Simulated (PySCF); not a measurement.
## Computed data sheet: `O=[S@]1O[CH]CO1` [radical]

Compound: C2H3O3S (doublet state).
SMILES with atom numbers: `[O:1]=[S@:2]1[O:3][CH:4][CH2:5][O:6]1` (hydrogens: H7 on C4; H8, H9 on C5)

Structure used (GFN2-xTB), in Å, numbered top down from 1:
```
atom  x, y, z in Å
O1     2.5603   -1.0372    0.1300
S2     1.3839   -0.6600    0.8363
O3     0.9791    0.9640    0.3794
C4    -0.2885    1.0701   -0.0190
C5    -0.8893   -0.2497   -0.3737
O6     0.0299   -1.2323    0.0439
H7    -0.8632    1.9160    0.3157
H8    -1.0386   -0.3647   -1.4578
H9    -1.8601   -0.4003    0.1200
```

**GFN2-xTB geometry**

```yaml
Rotational_constants_A_B_C_of_the_GFN2-xTB_geometry: 6.565, 3.004, 2.298 GHz
```

**UKS B3LYP, pcH-1 on C H O S, non-relativistic, mean-field spin-orbit, GIAO (PySCF)**

```yaml
Isotropic_g_value: 2.00294
Principal_g_values: 2.00175, 2.00325, 2.00383
Spin_squared_⟨S²⟩: 0.754
Largest_Mulliken_spin_population: 0.86 on C4
Largest_isotropic_hyperfine_couplings_means_over_sets_of_like_nuclei: 13C +140.6 (C4), 1H +88.0 (H8), 1H +63.1 (H9), 17O -46.4 (O3), 17O -21.5 (O6) MHz
```

Monoisotopic mass (most abundant isotopes): 106.9803 u.

At 9.50 GHz, hν = g·μB·B₀ (B₀ the magnetic field) puts the centre of the isotropic spectrum, to first order, at 338.9 mT. ⟨S²⟩ is 0.004 above the pure-spin value S(S + 1) = 0.75. With B = h/(8π²I), that is 505.379 GHz u Å² over I, the principal moments of inertia are 77.0, 168.2 and 219.9 u Å² (most abundant isotopes); the inertial defect Ic − Ia − Ib is -25.3 u Å² (zero for a rigid planar frame, negative otherwise). g_iso is shifted by about +620 ppm from the free-electron value 2.002319; the principal values span 0.0021. The rotational constants make it an asymmetric top with κ = (2B − A − C)/(A − C) = -0.67, nearer the prolate limit (−1).

One conformer (not necessarily the lowest) at the GFN2-xTB geometry, without solvent, vibrations or thermal averaging. Hyperfine couplings depend on the geometry, which wasn't re-optimised at a DFT level.

For the EPR job (B3LYP), time: 25 s wall. Hardware: x86-64 server, one thread, on a shared host.
